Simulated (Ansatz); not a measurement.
**BeBH₃+ (doublet): from Hartree-Fock to the top rungs, 6-31G**

An exercise on one series of results from a longer session: the logs are not shown, and one member is left open.

The runs use Ansatz 0.2.0, Gaussian basis; 6-31G, core rule «outside noble gas», up to 2 orbitals frozen.

To be run: UHF; CCSD(T) on ROHF; CCSD(T) on UHF; BCCD(T) on ROHF; CISD as a restricted active space (open shells left free, so some higher excitations enter); CCSDT(Q) on ROHF; CCSDT(Q) on UHF; CISDTQ; Full CI.

17 further runs of the same task are left out: 6 for a known fault of the program, 4 that didn't finish, 7 set aside as unsound or not needed. Runs told in other sessions of the task aren't counted.

## The geometry

The geometry is a PBE0/def2-TZVP stationary point (not a proven minimum) of the parent state, kept for this charge and spin.

5 atoms, charge 1, spin multiplicity 2.

Atoms are counted from 1 here; the program's logs count them from 0.

Bond lengths: B1–Be2 1.873 Å, B1–H3 1.202 Å, B1–H4 1.202 Å, Be2–H5 1.341 Å. Angles: Be2–B1–H3 123.4°, Be2–B1–H4 123.4°, H3–B1–H4 113.2°, B1–Be2–H5 180.0°.

The first run:

Contents of in.yaml:

```yaml
crystal:
  periodic: [false, false, false]
  atoms:
    - {symbol: B, position_ang: [0.000000, 0.000000, 0.822294]}
    - {symbol: Be, position_ang: [0.000000, 0.000000, -1.050867]}
    - {symbol: H, position_ang: [0.000000, 1.003181, 1.484150]}
    - {symbol: H, position_ang: [0.000000, -1.003180, 1.484150]}
    - {symbol: H, position_ang: [0.000000, 0.000000, -2.392096]}
basis:
  gaussian: {orbitals: 6-31G}
total_charge: 1
magnetization: {spin_polarized: true, initial_magnetization: 1}
hamiltonian: {xc: hf}
output: {orbitals: {seedname: orbitals}}
```

Command:

```sh
$ ansatz run in.yaml --threads 1 --pin off --events-out ev --progress --plain --max-ram 2393MiB
```

Steps of the session up to this table: UHF; CCSD(T) on ROHF; CCSD(T) on UHF; BCCD(T) on ROHF; CISD as a restricted active space (open shells left free, so some higher excitations enter); CCSDT(Q) on ROHF; CCSDT(Q) on UHF; CISDTQ; Full CI.

One table of the session follows, with a row left open; its other results are not shown here.

It belongs to the step «Misses and costs». 

```
   method  from FCI (kJ/mol)
     ROHF             +229.1
      UHF                  ?
     RMP2              +68.5
     UMP2              +67.2
     CISD              +13.5
    RCCSD               +4.6
    UCCSD               +4.5
 RCCSD(T)               +1.5
 UCCSD(T)               +1.4
  BCCD(T)               +1.4
   RCCSDT               +0.1
   UCCSDT               +0.1
   CISDTQ               +0.3
RCCSDT(Q)                0.0
UCCSDT(Q)                0.0
      FCI                  0
```

Estimate the missing values for UHF.

The run gave: from FCI (kJ/mol): +225.8. In the column «from FCI (kJ/mol)» it lies between RMP2 (+68.5) and ROHF (+229.1).

Limits of these values: Levels on UHF freeze UHF's core orbitals, full CI those of ROHF, so the U rows can settle a little off it for that reason alone. Restricted and unrestricted rows rest on different reference determinants; a gap between their highest levels can come from leftover correlation error, from unlike frozen cores or from another state.
